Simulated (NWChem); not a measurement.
Program: NWChem. System: silicon monoxide (OSi), charge 0, spin multiplicity 1, at a geometry optimised with PBE/def2-SVP. Level: G0W0@PBE/def2-SVPD, RI basis def2-svpd-rifit.

Output (cleaned and shortened):

```
             Northwest Computational Chemistry Package (NWChem) 7.3.0
             --------------------------------------------------------

                                NWChem Input Module
                                -------------------

 Scaling coordinates for geometry "geometry" by  1.889725989
 (inverse scale =  0.529177249)

 Turning off AUTOSYM since
 SYMMETRY directive was detected!

                             Geometry "geometry" -> ""
                             -------------------------

 Output coordinates in angstroms (scale by  1.889725989 to convert to a.u.)

  No.       Tag          Charge          X              Y              Z
 ---- ---------------- ---------- -------------- -------------- --------------
    1 Si                  14.0000     0.00000000     0.00000000     0.56187700
    2 O                    8.0000     0.00000000     0.00000000    -0.98328500

 Effective nuclear repulsion energy (a.u.)      38.3570472792

            Nuclear Dipole moment (a.u.)
            ----------------------------
        X                 Y               Z
 ---------------- ---------------- ----------------
     0.0000000000     0.0000000000    -0.0000037795

      Symmetry information
      --------------------

 Group name             C2v
 Group number             16
 Group order               4
 No. of unique centers     2

      Symmetry unique atoms

     1    2


 Summary of "ao basis" -> "" (spherical)
 ------------------------------------------------------------------------------
       Tag                 Description            Shells   Functions and Types
 ---------------- ------------------------------  ------  ---------------------
 *                         def2-svpd                  on all atoms

 new library libraries.bse/

 Summary of "ri basis" -> "" (spherical)
 ------------------------------------------------------------------------------
       Tag                 Description            Shells   Functions and Types
 ---------------- ------------------------------  ------  ---------------------
 *                      def2-svpd-rifit               on all atoms

  pbe96 is a nonlocal functional; adding pw91lda local functional.

                                 NWChem DFT Module
                                 -----------------

 Summary of "ao basis" -> "ao basis" (spherical)
 ------------------------------------------------------------------------------
       Tag                 Description            Shells   Functions and Types
 ---------------- ------------------------------  ------  ---------------------
 Si                        def2-svpd                10       24   5s3p2d
 O                         def2-svpd                 9       23   4s3p2d

 Summary of "ao basis" -> "ao basis" (spherical)
 ------------------------------------------------------------------------------
       Tag                 Description            Shells   Functions and Types
 ---------------- ------------------------------  ------  ---------------------
 Si                        def2-svpd                10       24   5s3p2d
 O                         def2-svpd                 9       23   4s3p2d

      Symmetry analysis of basis
      --------------------------

        a1         23
        a2          4
        b1         10
        b2         10

            General Information
            -------------------
          SCF calculation type: DFT
          Wavefunction type:  closed shell.
          No. of atoms     :     2
          No. of electrons :    22
           Alpha electrons :    11
            Beta electrons :    11
          Charge           :     0
          Spin multiplicity:     1
          Use of symmetry is: on ; symmetry adaption is: on
          Maximum number of iterations: 100
          This is a Direct SCF calculation.
          AO basis - number of functions:    47
                     number of shells:    19
          Convergence on energy requested:  1.00D-06
          Convergence on density requested:  1.00D-05
          Convergence on gradient requested:  5.00D-04

              XC Information
              --------------
          PerdewBurkeErnzerhof Exchange Functional  1.000
[...]
                     b2                2.0          2.0

                       DFT Final Molecular Orbital Analysis
                       ------------------------------------

 Vector    9  Occ=2.000000D+00  E=-2.969276D-01  Symmetry=b2
              MO Center= -1.9D-32,  9.6D-17, -6.9D-01, r^2= 1.1D+00
   Bfn.  Coefficient  Atom+Function         Bfn.  Coefficient  Atom+Function
  ----- ------------  ---------------      ----- ------------  ---------------
    30      0.556232  2 O  py                33      0.363131  2 O  py
    10      0.216511  1 Si py                13      0.160073  1 Si py
     7     -0.118027  1 Si py                36      0.076770  2 O  py
    16     -0.067584  1 Si d -1              44      0.030188  2 O  d -1

 Vector   10  Occ=2.000000D+00  E=-2.969276D-01  Symmetry=b1
              MO Center= -1.3D-16,  1.1D-31, -6.9D-01, r^2= 1.1D+00
   Bfn.  Coefficient  Atom+Function         Bfn.  Coefficient  Atom+Function
  ----- ------------  ---------------      ----- ------------  ---------------
    29      0.556232  2 O  px                32      0.363131  2 O  px
     9      0.216511  1 Si px                12      0.160073  1 Si px
     6     -0.118027  1 Si px                35      0.076770  2 O  px
    18      0.067584  1 Si d  1              46     -0.030188  2 O  d  1

 Vector   11  Occ=2.000000D+00  E=-2.773769D-01  Symmetry=a1
              MO Center= -3.0D-16, -4.3D-16,  4.9D-02, r^2= 2.4D+00
   Bfn.  Coefficient  Atom+Function         Bfn.  Coefficient  Atom+Function
  ----- ------------  ---------------      ----- ------------  ---------------
    31      0.470984  2 O  pz                11     -0.337194  1 Si pz
    14     -0.305297  1 Si pz                 3     -0.259967  1 Si s
    34      0.230056  2 O  pz                28     -0.215473  2 O  s
     8      0.176999  1 Si pz                 2     -0.166911  1 Si s
     4     -0.167128  1 Si s                 27     -0.131889  2 O  s

 Vector   12  Occ=0.000000D+00  E=-1.084570D-01  Symmetry=b1
              MO Center=  1.4D-16, -3.2D-32,  6.1D-01, r^2= 2.7D+00
   Bfn.  Coefficient  Atom+Function         Bfn.  Coefficient  Atom+Function
  ----- ------------  ---------------      ----- ------------  ---------------
    12      0.631975  1 Si px                 9      0.397841  1 Si px
    29     -0.311652  2 O  px                32     -0.251362  2 O  px
     6     -0.200627  1 Si px                23     -0.169351  1 Si d  1
    18     -0.092232  1 Si d  1

 Vector   13  Occ=0.000000D+00  E=-1.084570D-01  Symmetry=b2
              MO Center= -8.8D-32,  2.2D-16,  6.1D-01, r^2= 2.7D+00
   Bfn.  Coefficient  Atom+Function         Bfn.  Coefficient  Atom+Function
  ----- ------------  ---------------      ----- ------------  ---------------
    13      0.631975  1 Si py                10      0.397841  1 Si py
    30     -0.311652  2 O  py                33     -0.251362  2 O  py
     7     -0.200627  1 Si py                21      0.169351  1 Si d -1
    16      0.092232  1 Si d -1

 Vector   14  Occ=0.000000D+00  E=-4.345065D-03  Symmetry=a1
              MO Center= -1.0D-15,  9.6D-16,  6.7D-01, r^2= 4.7D+00
   Bfn.  Coefficient  Atom+Function         Bfn.  Coefficient  Atom+Function
  ----- ------------  ---------------      ----- ------------  ---------------
    28      0.948165  2 O  s                 22     -0.575735  1 Si d  0
     4     -0.541957  1 Si s                 27     -0.240109  2 O  s
    14     -0.215191  1 Si pz                17     -0.214799  1 Si d  0
    11     -0.174304  1 Si pz                26     -0.166441  2 O  s
     5      0.154888  1 Si s                 31     -0.153762  2 O  pz

 center of mass
 --------------
 x =   0.00000000 y =   0.00000000 z =  -0.00034216

 moments of inertia (a.u.)
 ------------------
          86.766669499001           0.000000000000           0.000000000000
           0.000000000000          86.766669499001           0.000000000000
           0.000000000000           0.000000000000           0.000000000000

     Multipole analysis of the density
     ---------------------------------

     L   x y z        total         alpha         beta         nuclear
     -   - - -        -----         -----         ----         -------
     0   0 0 0     -0.000000    -11.000000    -11.000000     22.000000

     1   1 0 0     -0.000000     -0.000000     -0.000000      0.000000
     1   0 1 0     -0.000000     -0.000000     -0.000000      0.000000
     1   0 0 1      1.180396      0.590200      0.590200     -0.000004

     2   2 0 0    -12.463620     -6.231810     -6.231810      0.000000
     2   1 1 0     -0.000000     -0.000000     -0.000000      0.000000
     2   1 0 1     -0.000000     -0.000000     -0.000000      0.000000
     2   0 2 0    -12.463620     -6.231810     -6.231810      0.000000
     2   0 1 1     -0.000000     -0.000000     -0.000000      0.000000
     2   0 0 2    -15.194995    -29.300062    -29.300062     43.405129

 Task  times  cpu:        1.3s     wall:        1.3s

                                NWChem Input Module
                                -------------------

                                 NWChem GW Module
                                 ----------------

                             ***********************
                             ***        GW       ***
                             ***********************

 Summary of "ri basis" -> "ri basis" (spherical)
 ------------------------------------------------------------------------------
       Tag                 Description            Shells   Functions and Types
 ---------------- ------------------------------  ------  ---------------------
 Si                     def2-svpd-rifit             24       78   9s6p6d3f
 O                      def2-svpd-rifit             20       64   7s6p5d2f

                 Memory Information
                 ------------------
          Available GA per process is          1700.0 MBs
          Available stack per process is        700.0 MBs
          Available heap per process is           0.0 MBs

          Peak memory in Initialization
              Peak GA per process is                  0.8 MBs
              Peak stack per process is               0.0 MBs
              Peak heap per process is                0.9 MBs
              Memory not in MA per process            0.0 MBs

          Peak memory in AFF Calculation
              Peak GA per process is                  2.3 MBs
              Peak stack per process is               1.2 MBs
              Peak heap per process is                0.0 MBs
              Memory not in MA per process            1.2 MBs

          Computing 2-center integrals
          Computing Inverse Cholesky factor
          Computing 3-center integrals
          Computing V_xc ...

          Computing Sigma_x
          Computing RPA polarizability
          Solving quasiparticle equations

                  Alpha Orbitals
          State     Energy (eV)     Error (eV)
          -----------------------------------
@GW         8        -12.946           0.004
@GW         9        -10.698           0.002
@GW        10        -10.698           0.002
@GW        11        -10.487           0.002
@GW        12          0.458           0.002
@GW        13          0.458           0.002

   Applying  -2.9392 eV scissor-shift to rest of particle states

   Applying   3.4092 eV scissor-shift to rest of hole states

     GW Timing Statistics
   ------------------------
   Init.   :          0.0s
     ERIs  :          0.1s
     Distr.:          0.0s
     Vxc   :          0.1s
   Sigma_x :          0.0s
   RPA     :          0.0s
   Wmn     :          0.0s
   Sigma_c :          0.0s
   GW total:          0.2s

 Task  times  cpu:        0.2s     wall:        0.2s

 Total times  cpu:        1.6s     wall:        1.6s
```

Q: Write an NWChem input that would produce this output.

A: One answer among several that fit: 
```
start mol
memory heap 200 mb stack 700 mb global 1700 mb
geometry units angstroms nocenter noautoz
  Si     0.000000     0.000000     0.561877
  O      0.000000     0.000000    -0.983285
  symmetry group C2v
end
basis spherical
  * library def2-svpd
end
basis "ri basis" bse spherical
  * library def2-svpd-rifit
end
dft
  xc xpbe96 cpbe96
  iterations 100
  direct
  tolerances tight
end
task dft energy
gw
  states alpha occ 4 vir 2
end
task dft gw
```
